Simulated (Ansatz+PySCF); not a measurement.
## singlet BH: levels of theory in one basis

```yaml
atoms:
  - { symbol: B, position_ang: [0.0000, 0.0000, -0.2192] }
  - { symbol: H, position_ang: [0.0000, 0.0000, 1.0958] }
```

Basis set: 6-31G (spherical functions). Frozen core: 1 orbital. Charge 0, multiplicity 1.

Computed with Ansatz (development build ahead of 0.2.0); each method stands on the lowest determinant of its kind that the runs found.

```tsv
method	E − E(RHF) (eV)	<S²> of the determinant
RHF	0.00	0.00
UHF	-0.16	0.44
RHF-MP2	-1.06	–
RHF-CCSD	-1.73	–
UHF-CCSD	-1.73	0.44
RHF-CCSD(T)	-1.75	–
UHF-CCSD(T)	-1.75	0.44
full CI (lowest root of this spin)	-1.76	–
```

Question: What does UHF-MP2 give on the same scale?

Answer: -0.99 eV.

Question: Is a single determinant a sound starting point here?

Answer: Only with care. Unrestricted orbitals gain 0.16 eV and <S²> is 0.44 against 0.00 for a pure state, so spin symmetry breaks but gains little energy; restricted orbitals can still serve.

Caution for UHF, UHF-MP2, UHF-CCSD, UHF-CCSD(T): the unrestricted determinant is spin contaminated. Caution for UHF-MP2, UHF-CCSD, UHF-CCSD(T): a plain start can end on a higher determinant. Caution for UHF-MP2: another reference gives a lower total.
